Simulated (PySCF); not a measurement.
# Computed and published core binding energies of `NN`

The experiment to reproduce (core binding energies): N 1s of N1/N2 406.10 eV [1]. Sources and the comparison follow the method.

Compound: N2H4.
Geometry (PBE0-D3(BJ)/def2-SVP, Å), atoms numbered from 1 in this order:
```
atom  x, y, z in Å
N1     0.5523   -0.4359    0.2087
N2    -0.5391    0.4437    0.2164
H3     0.2327   -1.3628    0.4790
H4     1.0021   -0.5197   -0.7039
H5    -0.2089    1.3792    0.4400
H6    -1.0273    0.4956   -0.6786
```

Method used: delta-SCF UKS SCAN, pcX-2 on the ionised atom, pcseg-1 elsewhere, spin-free X2C in PySCF. Vertical ΔSCF values, vacuum level as zero.

```tsv
atom	environment	level	this calculation (eV)	reference (eV)	difference (eV)	source
N1/N2	hydrazine nitrogen	N 1s	405.93	406.10	-0.17	[1]
```

[1] measured, gas; Ozaki, Lee, Phys. Rev. Lett. 2017, 118, 026401 (arXiv:1607.05544)

**Question.** How well does this level of theory reproduce the measurements here?

**Answer.** The one measured value differs by -0.17 eV, too little evidence for a typical error. The calculation is vertical and has no vibrational structure, and measured positions depend on the energy calibration.

The first atom of each set that the bonding makes equivalent was ionised and stands for the set. One conformer (not necessarily the lowest) at the PBE0-D3(BJ)/def2-SVP geometry, without solvent, vibrations or thermal averaging.
